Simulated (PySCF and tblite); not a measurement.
4 constitutional isomers of C₅H₉Cl:

```
isomer                                        SMILES
     A    [Cl:1][CH2:2][CH2:3][CH:4]1[CH2:5][CH2:6]1
     B  [CH3:1][C@H:2]1[CH2:3][CH2:4][C@@H:5]1[Cl:6]
     C  [CH3:1][C@H:2]([Cl:3])[CH:4]1[CH2:5][CH2:6]1
     D    [Cl:1][CH:2]1[CH2:3][CH2:4][CH2:5][CH2:6]1
```

Measured ¹³C shifts of one of them (ppm against TMS, one entry a carbon; solvent not stated per compound (mostly CDCl3 or CCl4); Pretsch, Buehlmann, Badertscher, Structure Determination of Organic Compounds, 4th ed. (2009)): 62, 37.2, 37.2, 23.1, 23.1.

Each isomer is a Boltzmann average at 298.15 K over at most 6 conformers: GFN2-xTB geometries, energies B3LYP/def2-SVP (IEF-PCM, chloroform) (D3(BJ) added where defined), GIAO shieldings B97-2/pcSseg-1 (IEF-PCM, chloroform), GFN2-xTB thermal terms. Programs: PySCF with density fitting and tblite.

Computed shifts in falling order:

```csv
carbon,measured,A,B,C,D
1,62,53.3,64.0,71.1,69.5
2,37.2,42.3,46.6,28.4,40.9
3,37.2,12.2,33.0,23.7,40.9
4,23.1,6.3,24.7,8.5,25.1
5,23.1,6.3,22.5,7.5,25.1
```

**Question.** Which structure fits the measured spectrum?

**Answer.** After a straight-line fit of each column to the measured values (slope held to 0.85 to 1.15; an offset alone for few or close values), with errors scored by one-sided Student-t tails (width 2.5 ppm, 10 degrees of freedom):

```json
{"isomer": "A", "slope": "1.000", "mean error (ppm)": "8.51", "largest error": "17.6", "P (%)": "0.0"}
{"isomer": "B", "slope": "1.000", "mean error (ppm)": "3.24", "largest error": "7.7", "P (%)": "0.4"}
{"isomer": "C", "slope": "1.000", "mean error (ppm)": "7.11", "largest error": "17.8", "P (%)": "0.0"}
{"isomer": "D", "slope": "1.000", "mean error (ppm)": "1.48", "largest error": "3.7", "P (%)": "99.6"}
```

The score favours D, which is the compound measured. Its computed assignment: ¹H (against TMS): 4.48 (H2, 1H), 2.06 (H4a/H5a, 2H), 1.98 (H3a/H6a, 2H), 1.95 (H3b/H6b, 2H), 1.81 (H4b/H5b, 2H). ¹³C (against TMS): 69.5 (C2), 40.9 (C3/C6), 25.1 (C4/C5).

At least one structure keeps an imaginary mode at the tight-binding level. Shifts are unscaled: against experiment ¹³C can be off by 15 ppm or more and ¹H by 0.8 ppm.
